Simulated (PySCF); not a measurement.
## Cl₂: from constants to spectrum

PBE0 constants of Cl₂, ¹Σg⁺ (singlet), closed shell (Cl def2-TZVP; no relativity (PySCF 2.14); masses 34.9689 and 34.9689 u):

- ωe: 578.7 cm⁻¹
- ωexe: 2.14 cm⁻¹
- Be: 0.24532 cm⁻¹
- αe: 0.00131 cm⁻¹
- D (centrifugal): 1.76e-07 cm⁻¹
- De to Cl + Cl: 2.57 eV

Task: Estimate the standard entropy (1 bar) and heat capacity of the ideal gas at 1000 K, rigid rotor with B0 and harmonic oscillator at the fundamental.

Result: Translation (Sackur–Tetrode, M = 69.94 u): 187.0 J/(mol K). Rotation: q = kT/(σB0) = 1420 with σ = 2, 68.7. Vibration: x = hcν0/kT = 0.826, 10.13. S° = 265.8 J/(mol K); Cp = 7R/2 + 7.86 = 37.0 J/(mol K).

Measured values (Huber and Herzberg, Constants of Diatomic Molecules (1979)): ωe = 559.72 cm⁻¹, ωexe = 2.675 cm⁻¹, Be = 0.24399 cm⁻¹, αe = 0.00149 cm⁻¹.
